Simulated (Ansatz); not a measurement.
**CsAuBr3 (I4/mmm, No. 139)**

The numbers are results of r²SCAN0 (Ansatz, an electronic-structure program, plane waves, PAW), not measurements.

Run with plane-wave cutoff 520 eV, 4×4×4 k mesh, Fermi–Dirac smearing 0.01 eV, scalar-relativistic PAW data made under PBE.

Cell: measured lattice: a = 7.7592 Å, b = 7.7592 Å, c = 11.3079 Å, α = 90.00°, β = 90.00°, γ = 90.00°.

```
Property                                      Result
-------------------------------------------  -------
band gap                                     2.04 eV
smallest direct gap on the k points sampled  2.08 eV
direct gap at Γ                              3.65 eV
```

Note: cell and atoms aren't relaxed at this level (largest force component 0.21 eV/Å, pressure 1.0 GPa).

Spin–orbit coupling is not included; with these elements it can move the gap by several tenths of an eV or more.

Computed values are for the static lattice.
